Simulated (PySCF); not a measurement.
Molecule: `C=CP(C)C`, C4H9P.

Molfile (atoms numbered from 1):
```
C4H9P
     RDKit          3D

 14 13  0  0  0  0  0  0  0  0999 V2000
    2.1168   -0.5644   -0.0755 C   0  0  0  0  0  0  0  0  0  0  0  0
    0.9937   -0.9344    0.5489 C   0  0  0  0  0  0  0  0  0  0  0  0
   -0.4377    0.1060    0.9706 P   0  0  0  0  0  0  0  0  0  0  0  0
   -0.2098    1.5374   -0.1701 C   0  0  0  0  0  0  0  0  0  0  0  0
   -1.7610   -0.8281    0.0715 C   0  0  0  0  0  0  0  0  0  0  0  0
    2.9492   -1.2622   -0.2071 H   0  0  0  0  0  0  0  0  0  0  0  0
    2.2611    0.4443   -0.4744 H   0  0  0  0  0  0  0  0  0  0  0  0
    0.9236   -1.9593    0.9381 H   0  0  0  0  0  0  0  0  0  0  0  0
    0.6195    2.1682    0.1827 H   0  0  0  0  0  0  0  0  0  0  0  0
   -1.1228    2.1512   -0.1485 H   0  0  0  0  0  0  0  0  0  0  0  0
   -0.0103    1.2245   -1.2076 H   0  0  0  0  0  0  0  0  0  0  0  0
   -1.5295   -0.9666   -0.9961 H   0  0  0  0  0  0  0  0  0  0  0  0
   -1.8898   -1.8158    0.5394 H   0  0  0  0  0  0  0  0  0  0  0  0
   -2.7144   -0.2869    0.1698 H   0  0  0  0  0  0  0  0  0  0  0  0
  1  2  2  0
  2  3  1  0
  3  4  1  0
  3  5  1  0
  1  6  1  0
  1  7  1  0
  2  8  1  0
  4  9  1  0
  4 10  1  0
  4 11  1  0
  5 12  1  0
  5 13  1  0
  5 14  1  0
M  END
```

Geometry PBE0-D3(BJ)/def2-SVP throughout; GIAO in PySCF 2.14.0 with density-fitted response routines, gas phase, one conformer, non-relativistic; equivalent atoms averaged; functional PBE0.

For orientation, pcSseg-0 gives these absolute shieldings σ: C2 40.8, C1 61.8, C4/C5 179.5, P3 417.5, H8 26.59, H6 26.79, H7 27.22, H9/H10/H11/H12/H13/H14 31.82 ppm.

A run gave: C2 51.9, C1 77.9, C4/C5 182.7, P3 446.9, H8 24.85, H6 25.60, H7 25.90, H9/H10/H11/H12/H13/H14 30.32 ppm (absolute shieldings σ).

Which basis set was used in that run?
A. cc-pVTZ
B. IGLO-III
C. cc-pVDZ
D. pcSseg-2

## Answers

C. P3 tells them apart best: cc-pVDZ gives 446.9, cc-pVTZ gives 394.2, pcSseg-2 gives 360.5, IGLO-III gives 370.1 ppm.
